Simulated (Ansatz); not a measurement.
# HO+ (singlet): the correlation ladder, cc-pVDZ

Aim: climb from Hartree-Fock through coupled cluster and multireference methods for HO+ (singlet) at one geometry and basis, and see what each rung misses.

Program: Ansatz 0.2.0, Gaussian basis. Level of theory: cc-pVDZ, core rule «outside noble gas», up to 1 orbitals frozen. These are calculated values, not measurements.

To be run: UHF; CCSD(T) on RHF; CCSD(T) on UHF; BCCD(T) on RHF; CISD; CCSDT(Q) on RHF; CCSDT(Q) on UHF; CISDTQ; CCSDTQ on RHF; CCSDTQ on UHF; CASSCF and MRCISD+Q, 6 electrons in 5 orbitals; CASSCF and NEVPT2, 6 electrons in 5 orbitals; Full CI; Full CI in the symmetry of the determinant.

12 further runs of the same task are left out: 4 that didn't finish, 8 set aside as unsound or not needed. Runs told in other sessions of the task aren't counted.

**1. The geometry**

The geometry is a PBE0/def2-TZVP stationary point (not a proven minimum) of the parent state, kept for this charge and spin.

2 atoms, charge 1, spin multiplicity 1.

Atoms are counted from 1 here; the program's logs count them from 0.

Bond lengths: O1–H2 0.973 Å.

**2. UHF**

The input, in.yaml:

```yaml
crystal:
  periodic: [false, false, false]
  atoms:
    - {symbol: O, position_ang: [0.000000, 0.000000, 0.000000]}
    - {symbol: H, position_ang: [0.000000, 0.000000, 0.973108]}
basis:
  gaussian: {orbitals: cc-pVDZ}
total_charge: 1
magnetization: {spin_polarized: true, initial_magnetization: 0}
hamiltonian: {xc: hf}
output: {orbitals: {seedname: orbitals}}
```

On the command line:

```console
ansatz run in.yaml --threads 1 --pin off --events-out ev --progress --plain --max-ram 2393MiB
```

After this run come: CCSD(T) on RHF; CCSD(T) on UHF; BCCD(T) on RHF; CISD; CCSDT(Q) on RHF; CCSDT(Q) on UHF; CISDTQ; CCSDTQ on RHF; CCSDTQ on UHF; CASSCF and MRCISD+Q, 6 electrons in 5 orbitals; CASSCF and NEVPT2, 6 electrons in 5 orbitals; Full CI; Full CI in the symmetry of the determinant.

**Question.** What will the summary of the whole plan be? Wanted: FCI from the RHF energy; RMP2 from FCI; RCCSD from FCI; RCCSD(T) from FCI; RCCSDT(Q) from FCI; NEVPT2 valence from FCI; MRCISD+Q valence from FCI; T1 diagnostic; effectively unpaired electrons.

**Answer**, as computed:

```
                         quantity                                                 value
          FCI from the RHF energy                                            -4.7895 eV
                    RMP2 from FCI                                           +1423.5 meV
                   RCCSD from FCI                                            +463.0 meV
                RCCSD(T) from FCI                                            +221.0 meV
               RCCSDT(Q) from FCI                                              -2.5 meV
          NEVPT2 valence from FCI                                            +499.2 meV
        MRCISD+Q valence from FCI                                              -8.4 meV
levels within 1 kcal/mol (43 meV)  RCCSDT, CISDTQ, RCCSDT(Q), RCCSDTQ, MRCISD+Q valence
                    T1 diagnostic                                                 0.006
   effectively unpaired electrons                                                  2.01
```

**Reading.** RCCSD(T) misses by +221.0 meV, 4.6 % of the correlation energy. RCCSDT(Q), MRCISD+Q valence fall below full CI, which methods that aren't variational can do. The occupations show strong static correlation (2.0 unpaired electrons where one determinant has 0). Of the multireference levels listed MRCISD+Q valence comes nearest in total energy (-8.4 meV), which doesn't show that its space is the better one. These misses are within one basis, not against nature.

The restricted and unrestricted ladders end 2.37 eV apart at CCSDT(Q), which points to two states or an unsound top rung; rows of one don't measure the error of the other.
